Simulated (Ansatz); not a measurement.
System: HO (charge +1, triplet). 
Coordinates optimised at B3LYP-D3(BJ)/def2-TZVP (Ansatz, a program for electronic structure):
```xyz
2

O      0.0000     0.0000    -0.1156
H      0.0000     0.0000     0.9251
```
Charge +1, spin multiplicity 3.

Parts of the frozen-core correlation energy in cc-pVDZ (Ansatz, hartree). Frozen orbitals: 1; correlated occupied orbitals by spin: 4 and 2; virtual: 14 and 16. UHF or UKS for open shells. No spin-orbit coupling. Non-relativistic.

```csv
term,value
reference (HF),-74.98296
MP2 opposite-spin,[?]
MP2 same-spin,[?]
CCSD correlation,[?]
(T),-0.00133
CCSDT minus CCSD(T),-0.00022
CCSDT(Q) minus CCSD(T),-0.00029
T1 diagnostic,0.009
largest doubles amplitude,0.040
<S^2> of the reference,2.014
```

**Question.** Some entries are withheld; supply them.

**Answer.** 
- MP2 opposite-spin, value: -0.08213
- MP2 same-spin, value: -0.02551
- CCSD correlation, value: -0.12623
